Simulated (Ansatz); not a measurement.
Input for Ansatz (an electronic-structure program): R-B3LYP-D3(BJ)/def2-TZVP on propyne (SMILES C#CC).

Ansatz 0.2 input:
```yaml
crystal:
  periodic: [false, false, false]
  atoms:
    - {symbol: C, position_ang: [1.68103353, 0.13979748, -0.10382294]}
    - {symbol: C, position_ang: [0.49144907, 0.03935909, -0.03125296]}
    - {symbol: C, position_ang: [-0.94658245, -0.07834393, 0.05822326]}
    - {symbol: H, position_ang: [2.72431861, 0.22484302, -0.16693017]}
    - {symbol: H, position_ang: [-1.42136932, 0.70387380, -0.53386034]}
    - {symbol: H, position_ang: [-1.26461597, -1.05036165, -0.31840645]}
    - {symbol: H, position_ang: [-1.26423346, 0.02083219, 1.09604959]}
basis:
  gaussian:
    orbitals: def2-TZVP
hamiltonian:
  xc: b3lyp
  dispersion: d3bj
relax: {f_tol: 0.003, max_steps: 120}
scf: {lower_state_search: off}
```

Output:

```
WARN ansatz: RAYON_NUM_THREADS=1 ignored (pool sized by the plan → 1); use --threads N
Functional definition: B3LYP
these checks for a lower state are left out or cut short: stability, starts, cluster_reference, orbital_swaps, neighbouring_geometries, increment
integrals: 0.03 GiB planned
716 factors; their error is unknown
mean field: 0.32 GiB planned
mean field evaluation 1: about -3168.3308 eV, gradient 5.6e1 eV
mean field evaluation 2: about -3166.8040 eV, gradient 5.9e1 eV
mean field evaluation 4: about -3175.6099 eV, gradient 6.5e0 eV
mean field evaluation 8: about -3175.7035 eV, gradient 1.6e-2 eV
mean field evaluation 16: about -3175.6977 eV, gradient 2.1e-4 eV
mean field -3175.69766164 eV, -116.7047365003 hartree, gradient 3.5e-6 eV, S^2 0.000000; 0 other end points of the search recorded, 0 dependent functions left out
the calculation of the forces begins
reference -3175.69788751 eV, -116.7047448006 hartree; 11, 11 occupied and 106, 106 virtual orbitals, 716 factors
relax step   1: F+E_penalty+E_count = -3175.85372411 eV  Δ(F+E_penalty+E_count) = +0.000e0 eV  max|allowed force component| = 5.461e-1 eV/Å  Δτ_max = 0.0000 Å  (16 SCF iters, accepted)
these checks for a lower state are left out or cut short: stability, starts, cluster_reference, orbital_swaps, neighbouring_geometries, increment
integrals: 0.03 GiB planned
716 factors; their error is unknown
mean field: 0.32 GiB planned
mean field -3175.70748529 eV, -116.7050975127 hartree, gradient 2.2e-6 eV, S^2 0.000000; 0 other end points of the search recorded, 0 dependent functions left out
the calculation of the forces begins
reference -3175.70771207 eV, -116.7051058467 hartree; 11, 11 occupied and 106, 106 virtual orbitals, 716 factors
relax step   2: F+E_penalty+E_count = -3175.86296735 eV  Δ(F+E_penalty+E_count) = -9.243e-3 eV  max|allowed force component| = 1.257e-1 eV/Å  Δτ_max = 0.0211 Å  (21 SCF iters, accepted)
these checks for a lower state are left out or cut short: stability, starts, cluster_reference, orbital_swaps, neighbouring_geometries, increment
integrals: 0.03 GiB planned
716 factors; their error is unknown
mean field: 0.31 GiB planned
mean field evaluation 32: about -3175.7081 eV, gradient 6.0e-3 eV
mean field -3175.70806064 eV, -116.7051186563 hartree, gradient 2.3e-6 eV, S^2 0.000000; 0 other end points of the search recorded, 0 dependent functions left out
the calculation of the forces begins
reference -3175.70828771 eV, -116.7051270009 hartree; 11, 11 occupied and 106, 106 virtual orbitals, 716 factors
relax step   3: F+E_penalty+E_count = -3175.86341049 eV  Δ(F+E_penalty+E_count) = -4.431e-4 eV  max|allowed force component| = 2.313e-2 eV/Å  Δτ_max = 0.0052 Å  (21 SCF iters, accepted)
these checks for a lower state are left out or cut short: stability, starts, cluster_reference, orbital_swaps, neighbouring_geometries, increment
integrals: 0.03 GiB planned
716 factors; their error is unknown
mean field: 0.32 GiB planned
mean field -3175.70806857 eV, -116.7051189477 hartree, gradient 2.3e-6 eV, S^2 0.000000; 0 other end points of the search recorded, 0 dependent functions left out
the calculation of the forces begins
reference -3175.70829564 eV, -116.7051272924 hartree; 11, 11 occupied and 106, 106 virtual orbitals, 716 factors
relax step   4: F+E_penalty+E_count = -3175.86341402 eV  Δ(F+E_penalty+E_count) = -3.531e-6 eV  max|allowed force component| = 5.971e-3 eV/Å  Δτ_max = 0.0002 Å  (21 SCF iters, accepted)
these checks for a lower state are left out or cut short: stability, starts, cluster_reference, orbital_swaps, neighbouring_geometries, increment
integrals: 0.03 GiB planned
716 factors; their error is unknown
mean field: 0.32 GiB planned
mean field -3175.70807090 eV, -116.7051190333 hartree, gradient 2.2e-6 eV, S^2 0.000000; 0 other end points of the search recorded, 0 dependent functions left out
the calculation of the forces begins
reference -3175.70829797 eV, -116.7051273781 hartree; 11, 11 occupied and 106, 106 virtual orbitals, 716 factors
relax step   5: F+E_penalty+E_count = -3175.86341853 eV  Δ(F+E_penalty+E_count) = -4.504e-6 eV  max|allowed force component| = 9.236e-4 eV/Å  Δτ_max = 0.0008 Å  (21 SCF iters, accepted)
Total energy: -3175.86364560 eV, -116.7108362981 hartree
Atom 0 at     1.694101     0.139799    -0.104348 Å, force     0.000236    -0.000072     0.000011 eV/Å
Atom 1 at     0.500901     0.041307    -0.030880 Å, force     0.000493    -0.000017    -0.000204 eV/Å
Atom 2 at    -0.945525    -0.078035     0.058219 Å, force    -0.000924     0.000076     0.000331 eV/Å
Atom 3 at     2.750431     0.226968    -0.169374 Å, force    -0.000025     0.000029    -0.000033 eV/Å
Atom 4 at    -1.437760     0.698799    -0.530312 Å, force     0.000060     0.000138    -0.000151 eV/Å
Atom 5 at    -1.280520    -1.047569    -0.315838 Å, force     0.000271    -0.000129    -0.000088 eV/Å
Atom 6 at    -1.281629     0.018731     1.092533 Å, force    -0.000111    -0.000024     0.000134 eV/Å
Dipole moment:    -0.169976    -0.014023     0.010485 e Å
Checks for a lower state left out: stability, starts, cluster_reference, orbital_swaps, neighbouring_geometries, increment
```

The run converged.

Cost: about 10 core-seconds (a rough figure).
